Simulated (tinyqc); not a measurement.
Worked calculation (part 1 of 2): CIS and TDHF on RHF in the sto-6g basis, frozen core, for H2F+, spin multiplicity 1. Computed by tinyqc, a small Python program that keeps every step (integrals from PySCF). Settings: charge = 1, multiplicity = 1, basis = sto-6g, method = RHF, frozen orbitals = 1, energy threshold = 1e-10, iteration cap = 72, orthogonalisation = symmetric, start = atomic densities, DIIS depth = 6, TDHF = 1. Command: `OMP_NUM_THREADS=1 python tinyqc.py 26480 26481 out.jsonl` (the two numbers bound the seeds that draw the settings). One thread of a shared host (Intel(R) Xeon(R) Processor @ 2.60GHz), about 0.1 s of CPU time with the checks. Later iterations appear only in the table of the cycle.

## One-electron integrals

Geometry (angstrom):
```
atom       x        y       z
F     0.0000   0.0000  0.0000
H     0.0000   0.8690  0.4900
H     0.0000  -0.8350  0.4710
```

Basis sto-6g: exponents (1/bohr^2) and contraction coefficients of normalised primitives:
```
element  l (shell)   exponent  coefficient
F            s (1)  1728.6266       0.0092
F            s (1)   316.9418       0.0494
F            s (1)    88.6689       0.1685
F            s (1)    30.4602       0.3706
F            s (1)    11.8286       0.4165
F            s (1)     4.8717       0.1303
F            s (2)    67.0323      -0.0133
F            s (2)    13.2674      -0.0470
F            s (2)     4.1235      -0.0338
F            s (2)     1.5865       0.2502
F            s (2)     0.6890       0.5951
F            s (2)     0.3158       0.2407
F            p (3)    67.0323       0.0038
F            p (3)    13.2674       0.0377
F            p (3)     4.1235       0.1739
F            p (3)     1.5865       0.4180
F            p (3)     0.6890       0.4259
F            p (3)     0.3158       0.1017
H            s (1)    35.5232       0.0092
H            s (1)     6.5131       0.0494
H            s (1)     1.8221       0.1685
H            s (1)     0.6260       0.3706
H            s (1)     0.2431       0.4165
H            s (1)     0.1001       0.1303
```

Overlap, kinetic and nuclear-attraction integrals over the contracted functions; the nuclear repulsion is the sum of Za Zb / Rab.

nuclear repulsion = 10.052322 hartree

overlap S, order 1F 1s, 1F 2s, 1F 2px, 1F 2py, 1F 2pz, 2H 1s, 3H 1s:
$$\begin{pmatrix}
1.0000 & 0.2325 & 0.0000 & 0.0000 & 0.0000 & 0.0421 & 0.0460 \\
0.2325 & 1.0000 & 0.0000 & 0.0000 & 0.0000 & 0.3997 & 0.4243 \\
0.0000 & 0.0000 & 1.0000 & 0.0000 & 0.0000 & 0.0000 & 0.0000 \\
0.0000 & 0.0000 & 0.0000 & 1.0000 & 0.0000 & 0.2782 & -0.2905 \\
0.0000 & 0.0000 & 0.0000 & 0.0000 & 1.0000 & 0.1569 & 0.1638 \\
0.0421 & 0.3997 & 0.0000 & 0.2782 & 0.1569 & 1.0000 & 0.1901 \\
0.0460 & 0.4243 & 0.0000 & -0.2905 & 0.1638 & 0.1901 & 1.0000
\end{pmatrix}$$

kinetic energy T (hartree), order 1F 1s, 1F 2s, 1F 2px, 1F 2py, 1F 2pz, 2H 1s, 3H 1s:
$$\begin{pmatrix}
37.3977 & -1.1433 & 0.0000 & 0.0000 & 0.0000 & -0.0034 & -0.0024 \\
-1.1433 & 1.0823 & 0.0000 & 0.0000 & 0.0000 & 0.0885 & 0.1063 \\
0.0000 & 0.0000 & 3.2513 & 0.0000 & 0.0000 & 0.0000 & 0.0000 \\
0.0000 & 0.0000 & 0.0000 & 3.2513 & 0.0000 & 0.1830 & -0.2074 \\
0.0000 & 0.0000 & 0.0000 & 0.0000 & 3.2513 & 0.1032 & 0.1170 \\
-0.0034 & 0.0885 & 0.0000 & 0.1830 & 0.1032 & 0.7685 & -0.0045 \\
-0.0024 & 0.1063 & 0.0000 & -0.2074 & 0.1170 & -0.0045 & 0.7685
\end{pmatrix}$$

nuclear attraction V (hartree), order 1F 1s, 1F 2s, 1F 2px, 1F 2py, 1F 2pz, 2H 1s, 3H 1s:
$$\begin{pmatrix}
-78.9049 & -8.1174 & 0.0000 & 0.0010 & -0.0138 & -1.6823 & -1.8418 \\
-8.1174 & -12.5521 & 0.0000 & 0.0101 & -0.1579 & -3.8060 & -4.0878 \\
0.0000 & 0.0000 & -12.4846 & 0.0000 & 0.0000 & 0.0000 & 0.0000 \\
0.0010 & 0.0101 & 0.0000 & -12.6371 & 0.0043 & -2.3138 & 2.4563 \\
-0.0138 & -0.1579 & 0.0000 & 0.0043 & -12.5331 & -1.3474 & -1.4291 \\
-1.6823 & -3.8060 & 0.0000 & -2.3138 & -1.3474 & -6.1750 & -1.3611 \\
-1.8418 & -4.0878 & 0.0000 & 2.4563 & -1.4291 & -1.3611 & -6.3370
\end{pmatrix}$$

core Hamiltonian H = T + V (hartree), order 1F 1s, 1F 2s, 1F 2px, 1F 2py, 1F 2pz, 2H 1s, 3H 1s:
$$\begin{pmatrix}
-41.5071 & -9.2607 & 0.0000 & 0.0010 & -0.0138 & -1.6857 & -1.8442 \\
-9.2607 & -11.4698 & 0.0000 & 0.0101 & -0.1579 & -3.7174 & -3.9815 \\
0.0000 & 0.0000 & -9.2332 & 0.0000 & 0.0000 & 0.0000 & 0.0000 \\
0.0010 & 0.0101 & 0.0000 & -9.3858 & 0.0043 & -2.1308 & 2.2490 \\
-0.0138 & -0.1579 & 0.0000 & 0.0043 & -9.2818 & -1.2442 & -1.3121 \\
-1.6857 & -3.7174 & 0.0000 & -2.1308 & -1.2442 & -5.4065 & -1.3656 \\
-1.8442 & -3.9815 & 0.0000 & 2.2490 & -1.3121 & -1.3656 & -5.5685
\end{pmatrix}$$

## Two-electron integrals

Functions are numbered as in S; the eight-fold symmetry (ij|kl) = (ji|kl) = (kl|ij) leaves the list below.

Two-electron integrals (ij|kl) in chemists' order, unique and non-zero (hartree):
```
(11|11) 5.4062      (21|11) 0.7681      (21|21) 0.1389      (22|11) 1.2663
(22|21) 0.2840      (22|22) 0.9264      (31|31) 0.0295      (32|31) 0.0447
(32|32) 0.2048      (33|11) 1.2663      (33|21) 0.2840      (33|22) 0.9264
(33|33) 0.9981      (41|41) 0.0295      (42|41) 0.0447      (42|42) 0.2048
(43|43) 0.0538      (44|11) 1.2663      (44|21) 0.2840      (44|22) 0.9264
(44|33) 0.8905      (44|44) 0.9981      (51|51) 0.0295      (52|51) 0.0447
(52|52) 0.2048      (53|53) 0.0538      (54|54) 0.0538      (55|11) 1.2663
(55|21) 0.2840      (55|22) 0.9264      (55|33) 0.8905      (55|44) 0.8905
(55|55) 0.9981      (61|11) 0.1482      (61|21) 0.0257      (61|22) 0.0514
(61|33) 0.0513      (61|41) 0.0010      (61|42) 0.0019      (61|44) 0.0515
(61|51) 0.0005      (61|52) 0.0011      (61|54) 1.13e-04    (61|55) 0.0513
(61|61) 0.0048      (62|11) 0.3659      (62|21) 0.0833      (62|22) 0.3018
(62|33) 0.2976      (62|41) 0.0052      (62|42) 0.0391      (62|44) 0.3072
(62|51) 0.0030      (62|52) 0.0221      (62|54) 0.0054      (62|55) 0.3007
(62|61) 0.0154      (62|62) 0.1204      (63|31) 0.0094      (63|32) 0.0532
(63|43) 0.0082      (63|53) 0.0046      (63|63) 0.0179      (64|11) 0.2130
(64|21) 0.0492      (64|22) 0.1906      (64|33) 0.1824      (64|41) 0.0121
(64|42) 0.0768      (64|44) 0.2050      (64|51) 0.0015      (64|52) 0.0133
(64|54) 0.0081      (64|55) 0.1844      (64|61) 0.0095      (64|62) 0.0933
(64|64) 0.0897      (65|11) 0.1201      (65|21) 0.0277      (65|22) 0.1075
(65|33) 0.1029      (65|41) 0.0015      (65|42) 0.0133      (65|44) 0.1063
(65|51) 0.0102      (65|52) 0.0607      (65|54) 0.0102      (65|55) 0.1132
(65|61) 0.0054      (65|62) 0.0526      (65|64) 0.0405      (65|65) 0.0407
(66|11) 0.5135      (66|21) 0.1190      (66|22) 0.4954      (66|33) 0.4784
(66|41) 0.0097      (66|42) 0.1004      (66|44) 0.5170      (66|51) 0.0055
(66|52) 0.0566      (66|54) 0.0217      (66|55) 0.4907      (66|61) 0.0222
(66|62) 0.2517      (66|64) 0.2264      (66|65) 0.1277      (66|66) 0.7750
(71|11) 0.1622      (71|21) 0.0281      (71|22) 0.0562      (71|33) 0.0561
(71|41) -0.0011     (71|42) -0.0021     (71|44) 0.0563      (71|51) 0.0006
(71|52) 0.0012      (71|54) -1.25e-04   (71|55) 0.0562      (71|61) 0.0052
(71|62) 0.0163      (71|64) 0.0092      (71|65) 0.0057      (71|66) 0.0232
(71|71) 0.0058      (72|11) 0.3930      (72|21) 0.0894      (72|22) 0.3232
(72|33) 0.3187      (72|41) -0.0056     (72|42) -0.0415     (72|44) 0.3289
(72|51) 0.0032      (72|52) 0.0234      (72|54) -0.0058     (72|55) 0.3219
(72|61) 0.0160      (72|62) 0.1040      (72|64) 0.0556      (72|65) 0.0439
(72|66) 0.1757      (72|71) 0.0181      (72|72) 0.1368      (73|31) 0.0102
(73|32) 0.0573      (73|43) -0.0088     (73|53) 0.0049      (73|63) 0.0150
(73|73) 0.0206      (74|11) -0.2256     (74|21) -0.0521     (74|22) -0.2012
(74|33) -0.1925     (74|41) 0.0131      (74|42) 0.0822      (74|44) -0.2165
(74|51) -0.0016     (74|52) -0.0140     (74|54) 0.0086      (74|55) -0.1946
(74|61) -0.0089     (74|62) -0.0544     (74|64) -0.0144     (74|65) -0.0225
(74|66) -0.0824     (74|71) -0.0110     (74|72) -0.1045     (74|74) 0.1000
(75|11) 0.1273      (75|21) 0.0294      (75|22) 0.1135      (75|33) 0.1086
(75|41) -0.0016     (75|42) -0.0140     (75|44) 0.1123      (75|51) 0.0111
(75|52) 0.0652      (75|54) -0.0108     (75|55) 0.1196      (75|61) 0.0055
(75|62) 0.0435      (75|64) 0.0227      (75|65) 0.0332      (75|66) 0.0811
(75|71) 0.0062      (75|72) 0.0590      (75|74) -0.0448     (75|75) 0.0458
(76|11) 0.1253      (76|21) 0.0288      (76|22) 0.1128      (76|33) 0.1110
(76|41) 2.56e-05    (76|42) 2.85e-04    (76|44) 0.1133      (76|51) 0.0017
(76|52) 0.0148      (76|54) 5.41e-05    (76|55) 0.1141      (76|61) 0.0053
(76|62) 0.0441      (76|64) 0.0299      (76|65) 0.0220      (76|66) 0.0960
(76|71) 0.0057      (76|72) 0.0467      (76|74) -0.0310     (76|75) 0.0230
(76|76) 0.0196      (77|11) 0.5314      (77|21) 0.1231      (77|22) 0.5101
(77|33) 0.4925      (77|41) -0.0103     (77|42) -0.1043     (77|44) 0.5326
(77|51) 0.0058      (77|52) 0.0588      (77|54) -0.0227     (77|55) 0.5052
(77|61) 0.0219      (77|62) 0.1688      (77|64) 0.0807      (77|65) 0.0787
(77|66) 0.3075      (77|71) 0.0251      (77|72) 0.2721      (77|74) -0.2414
(77|75) 0.1362      (77|76) 0.0960      (77|77) 0.7750
```

## Orthogonalisation

S = U s U^T; symmetric (Loewdin) form X = U s^(-1/2) U^T, so that X^T S X = 1.

eigenvalues of S: [0.4306, 0.4947, 0.9109, 1.0000, 1.0711, 1.3178, 1.7749]

X, order 1F 1s, 1F 2s, 1F 2px, 1F 2py, 1F 2pz, 2H 1s, 3H 1s:
$$\begin{pmatrix}
1.0227 & -0.1346 & 0.0000 & 0.0005 & -0.0054 & 0.0171 & 0.0181 \\
-0.1346 & 1.1747 & 0.0000 & -0.0076 & 0.0586 & -0.2242 & -0.2475 \\
0.0000 & 0.0000 & 1.0000 & 0.0000 & 0.0000 & 0.0000 & 0.0000 \\
0.0005 & -0.0076 & 0.0000 & 1.0848 & -0.0025 & -0.1855 & 0.1968 \\
-0.0054 & 0.0586 & 0.0000 & -0.0025 & 1.0223 & -0.0867 & -0.0939 \\
0.0171 & -0.2242 & 0.0000 & -0.1855 & -0.0867 & 1.1294 & -0.0743 \\
0.0181 & -0.2475 & 0.0000 & 0.1968 & -0.0939 & -0.0743 & 1.1475
\end{pmatrix}$$

## Starting guess

The start is atomic minimal-basis densities projected into this basis (PySCF's MINAO start) and scaled to the electron count of each spin; this density is not idempotent, so its energy is not variational and may lie below the converged one.

D at the start, order 1F 1s, 1F 2s, 1F 2px, 1F 2py, 1F 2pz, 2H 1s, 3H 1s:
$$\begin{pmatrix}
1.9502 & -0.4444 & 0.0000 & -0.0006 & 0.0112 & -0.0091 & -0.0092 \\
-0.4444 & 1.9222 & 0.0000 & 0.0046 & -0.0708 & 0.0264 & 0.0242 \\
0.0000 & 0.0000 & 1.4842 & 0.0000 & 0.0000 & 0.0000 & 0.0000 \\
-0.0006 & 0.0046 & 0.0000 & 1.2985 & 0.0023 & 0.1549 & -0.1537 \\
0.0112 & -0.0708 & 0.0000 & 0.0023 & 1.4351 & 0.0644 & 0.0635 \\
-0.0091 & 0.0264 & 0.0000 & 0.1549 & 0.0644 & 0.9198 & 0.0467 \\
-0.0092 & 0.0242 & 0.0000 & -0.1537 & 0.0635 & 0.0467 & 0.9223
\end{pmatrix}$$

## Iteration 1: building the Fock matrix

J_ij = sum D_kl (ij|kl), K_ij = sum D_kl (ik|jl); F = H + J - 0.5 K; E = tr D H + tr D J / 2 - 0.25 tr D K + E_nn.

Coulomb J (hartree), order 1F 1s, 1F 2s, 1F 2px, 1F 2py, 1F 2pz, 2H 1s, 3H 1s:
$$\begin{pmatrix}
18.8090 & 3.3902 & 0.0000 & -0.0004 & 0.0089 & 0.6310 & 0.6906 \\
3.3902 & 9.0204 & 0.0000 & -0.0035 & 0.1065 & 2.9494 & 3.1576 \\
0.0000 & 0.0000 & 8.9899 & 0.0000 & 0.0000 & 0.0000 & 0.0000 \\
-0.0004 & -0.0035 & 0.0000 & 9.0589 & -0.0008 & 1.8717 & -1.9766 \\
0.0089 & 0.1065 & 0.0000 & -0.0008 & 9.0123 & 1.0870 & 1.1479 \\
0.6310 & 2.9494 & 0.0000 & 1.8717 & 1.0870 & 5.0750 & 1.1168 \\
0.6906 & 3.1576 & 0.0000 & -1.9766 & 1.1479 & 1.1168 & 5.2001
\end{pmatrix}$$

exchange K (hartree), order 1F 1s, 1F 2s, 1F 2px, 1F 2py, 1F 2pz, 2H 1s, 3H 1s:
$$\begin{pmatrix}
10.2596 & 1.6426 & 0.0000 & -0.0012 & 0.0104 & 0.3471 & 0.3788 \\
1.6426 & 2.9685 & 0.0000 & -0.0090 & 0.0905 & 1.1655 & 1.2425 \\
0.0000 & 0.0000 & 2.0883 & 0.0000 & 0.0000 & 0.0000 & 0.0000 \\
-0.0012 & -0.0090 & 0.0000 & 2.1776 & -0.0032 & 0.6299 & -0.6656 \\
0.0104 & 0.0905 & 0.0000 & -0.0032 & 2.1185 & 0.3945 & 0.4134 \\
0.3471 & 1.1655 & 0.0000 & 0.6299 & 0.3945 & 1.2574 & 0.4407 \\
0.3788 & 1.2425 & 0.0000 & -0.6656 & 0.4134 & 0.4407 & 1.3167
\end{pmatrix}$$

Fock matrix F (hartree), order 1F 1s, 1F 2s, 1F 2px, 1F 2py, 1F 2pz, 2H 1s, 3H 1s:
$$\begin{pmatrix}
-27.8279 & -6.6918 & 0.0000 & 0.0012 & -0.0101 & -1.2282 & -1.3430 \\
-6.6918 & -3.9337 & 0.0000 & 0.0111 & -0.0967 & -1.3508 & -1.4452 \\
0.0000 & 0.0000 & -1.2874 & 0.0000 & 0.0000 & 0.0000 & 0.0000 \\
0.0012 & 0.0111 & 0.0000 & -1.4156 & 0.0051 & -0.5741 & 0.6052 \\
-0.0101 & -0.0967 & 0.0000 & 0.0051 & -1.3287 & -0.3545 & -0.3710 \\
-1.2282 & -1.3508 & 0.0000 & -0.5741 & -0.3545 & -0.9601 & -0.4691 \\
-1.3430 & -1.4452 & 0.0000 & 0.6052 & -0.3710 & -0.4691 & -1.0268
\end{pmatrix}$$

total energy of this density = -95.018158 hartree

This density is the starting one; it is not idempotent, so its energy is not variational and may lie below the converged one.

## Iteration 1: diagonalisation and new density

Diagonalise F' = X^T F X, C = X C', fill 5 alpha and 5 beta electrons from the bottom; D = 2 C_occ C_occ^T. Each column has its largest component positive (the first on a tie).

F' = X^T F X (hartree):
$$\begin{pmatrix}
-27.4148 & -3.2151 & 0.0000 & 0.0006 & -0.0180 & -0.1949 & -0.2250 \\
-3.2151 & -2.5887 & 0.0000 & -0.0031 & 0.0273 & -0.5333 & -0.5791 \\
0.0000 & 0.0000 & -1.2874 & 0.0000 & 0.0000 & 0.0000 & 0.0000 \\
0.0006 & -0.0031 & 0.0000 & -1.2150 & -0.0002 & -0.3940 & 0.4141 \\
-0.0180 & 0.0273 & 0.0000 & -0.0002 & -1.2730 & -0.2012 & -0.2138 \\
-0.1949 & -0.5333 & 0.0000 & -0.3940 & -0.2012 & -0.4539 & -0.1284 \\
-0.2250 & -0.5791 & 0.0000 & 0.4141 & -0.2138 & -0.1284 & -0.4560
\end{pmatrix}$$

orbital energies (hartree): MO1 -27.8301, MO2 -2.4764, MO3 -1.4945, MO4 -1.3433, MO5 -1.2874, MO6 -0.2120, MO7 -0.0450

coefficients C, order 1F 1s, 1F 2s, 1F 2px, 1F 2py, 1F 2pz, 2H 1s, 3H 1s:
$$\begin{pmatrix}
0.9976 & -0.2401 & -0.0047 & 0.0378 & 0.0000 & 0.1009 & 0.0127 \\
0.0106 & 0.9735 & 0.0253 & -0.2017 & 0.0000 & -0.7169 & -0.1004 \\
0.0000 & 0.0000 & 0.0000 & 0.0000 & 1.0000 & 0.0000 & 0.0000 \\
-0.0001 & -0.0097 & 0.8552 & 0.0288 & 0.0000 & -0.0572 & 0.7172 \\
0.0009 & 0.0766 & -0.0267 & 0.9479 & 0.0000 & -0.3969 & -0.0483 \\
-0.0015 & 0.0528 & 0.2000 & 0.1179 & 0.0000 & 0.8559 & -0.7644 \\
-0.0017 & 0.0587 & -0.2099 & 0.1073 & 0.0000 & 0.7025 & 0.9375
\end{pmatrix}$$

D after iteration 1, order 1F 1s, 1F 2s, 1F 2px, 1F 2py, 1F 2pz, 2H 1s, 3H 1s:
$$\begin{pmatrix}
2.1087 & -0.4617 & 0.0000 & -0.0015 & 0.0370 & -0.0214 & -0.0214 \\
-0.4617 & 1.9782 & 0.0000 & 0.0128 & -0.2346 & 0.0653 & 0.0603 \\
0.0000 & 0.0000 & 2.0000 & 0.0000 & 0.0000 & 0.0000 & 0.0000 \\
-0.0015 & 0.0128 & 0.0000 & 1.4646 & 0.0075 & 0.3479 & -0.3540 \\
0.0370 & -0.2346 & 0.0000 & 0.0075 & 1.8102 & 0.2209 & 0.2236 \\
-0.0214 & 0.0653 & 0.0000 & 0.3479 & 0.2209 & 0.1134 & -0.0525 \\
-0.0214 & 0.0603 & 0.0000 & -0.3540 & 0.2236 & -0.0525 & 0.1181
\end{pmatrix}$$

## Iteration 8 (converged): orbitals

converged F (hartree), order 1F 1s, 1F 2s, 1F 2px, 1F 2py, 1F 2pz, 2H 1s, 3H 1s:
$$\begin{pmatrix}
-26.9433 & -6.5274 & 0.0000 & 0.0010 & -0.0220 & -1.1893 & -1.3006 \\
-6.5274 & -3.5090 & 0.0000 & 0.0094 & -0.1114 & -1.2000 & -1.2822 \\
0.0000 & 0.0000 & -1.0470 & 0.0000 & 0.0000 & 0.0000 & 0.0000 \\
0.0010 & 0.0094 & 0.0000 & -1.0186 & 0.0055 & -0.5574 & 0.5807 \\
-0.0220 & -0.1114 & 0.0000 & 0.0055 & -1.0254 & -0.3699 & -0.3837 \\
-1.1893 & -1.2000 & 0.0000 & -0.5574 & -0.3699 & -0.8513 & -0.3766 \\
-1.3006 & -1.2822 & 0.0000 & 0.5807 & -0.3837 & -0.3766 & -0.9039
\end{pmatrix}$$

As before.

F' = X^T F X (hartree):
$$\begin{pmatrix}
-26.5254 & -3.2093 & 0.0000 & 0.0011 & -0.0329 & -0.1806 & -0.2093 \\
-3.2093 & -2.1845 & 0.0000 & -0.0056 & 0.0361 & -0.4930 & -0.5342 \\
0.0000 & 0.0000 & -1.0470 & 0.0000 & 0.0000 & 0.0000 & 0.0000 \\
0.0011 & -0.0056 & 0.0000 & -0.7632 & -0.0006 & -0.4537 & 0.4727 \\
-0.0329 & 0.0361 & 0.0000 & -0.0006 & -0.9510 & -0.2509 & -0.2632 \\
-0.1806 & -0.4930 & 0.0000 & -0.4537 & -0.2509 & -0.3687 & -0.0827 \\
-0.2093 & -0.5342 & 0.0000 & 0.4727 & -0.2632 & -0.0827 & -0.3614
\end{pmatrix}$$

orbital energies (hartree): MO1 -26.9466, MO2 -2.0694, MO3 -1.2205, MO4 -1.0727, MO5 -1.0470, MO6 -0.0223, MO7 0.1774

coefficients C, order 1F 1s, 1F 2s, 1F 2px, 1F 2py, 1F 2pz, 2H 1s, 3H 1s:
$$\begin{pmatrix}
0.9971 & -0.2374 & -0.0051 & 0.0576 & 0.0000 & 0.1035 & 0.0132 \\
0.0134 & 0.9451 & 0.0285 & -0.3114 & 0.0000 & -0.7153 & -0.1016 \\
0.0000 & 0.0000 & 0.0000 & 0.0000 & 1.0000 & 0.0000 & 0.0000 \\
-0.0001 & -0.0084 & 0.7345 & 0.0216 & 0.0000 & -0.0762 & 0.8392 \\
0.0017 & 0.1028 & -0.0225 & 0.9005 & 0.0000 & -0.4896 & -0.0566 \\
-0.0025 & 0.0773 & 0.3293 & 0.1958 & 0.0000 & 0.8373 & -0.7210 \\
-0.0027 & 0.0849 & -0.3386 & 0.1764 & 0.0000 & 0.6877 & 0.8975
\end{pmatrix}$$

D after iteration 8, order 1F 1s, 1F 2s, 1F 2px, 1F 2py, 1F 2pz, 2H 1s, 3H 1s:
$$\begin{pmatrix}
2.1076 & -0.4581 & 0.0000 & -0.0012 & 0.0586 & -0.0224 & -0.0220 \\
-0.4581 & 1.9822 & 0.0000 & 0.0125 & -0.3677 & 0.0429 & 0.0312 \\
0.0000 & 0.0000 & 2.0000 & 0.0000 & 0.0000 & 0.0000 & 0.0000 \\
-0.0012 & 0.0125 & 0.0000 & 1.0799 & 0.0041 & 0.4909 & -0.4912 \\
0.0586 & -0.3677 & 0.0000 & 0.0041 & 1.6441 & 0.3537 & 0.3504 \\
-0.0224 & 0.0429 & 0.0000 & 0.4909 & 0.3537 & 0.3055 & -0.1408 \\
-0.0220 & 0.0312 & 0.0000 & -0.4912 & 0.3504 & -0.1408 & 0.3060
\end{pmatrix}$$

## Convergence

Stop when the energy changes by less than 1e-10 hartree and every element of the error matrix X^T (F D S - S D F) X is below 3e-06.

Course of the cycle:
```
iteration  E (hartree)     change  largest element of the error matrix
1           -95.018158          -                             1.21e+00
2           -99.697746  -4.68e+00                             2.85e-01
3           -99.784173  -8.64e-02                             2.44e-02
4           -99.784983  -8.09e-04                             6.23e-03
5           -99.785011  -2.81e-05                             2.03e-04
6           -99.785011  -9.70e-08                             8.38e-05
7           -99.785011  -1.42e-08                             2.33e-06
8           -99.785011  -5.51e-12                             5.00e-07
```

PySCF RHF in the same basis = -99.785011 hartree

Converged in 8 iterations.

## Populations, bond orders and dipole

Mulliken: Z minus the diagonal of D S on the atom; Loewdin: the same with S^(1/2) D S^(1/2); Mayer order: 2 sum_s sum (D(s) S)_ij (D(s) S)_ji over the two atoms.

Charges (e):
```
atom  Mulliken  Loewdin
1F     -0.0215   0.1480
2H      0.5130   0.4329
3H      0.5085   0.4192
```

Mayer bond orders:
```
pair   order
2-1   0.7139
3-1   0.7184
3-2   0.0230
```

dipole moment about the origin, x y z (debye): [0.0000, 0.1128, 2.7145]
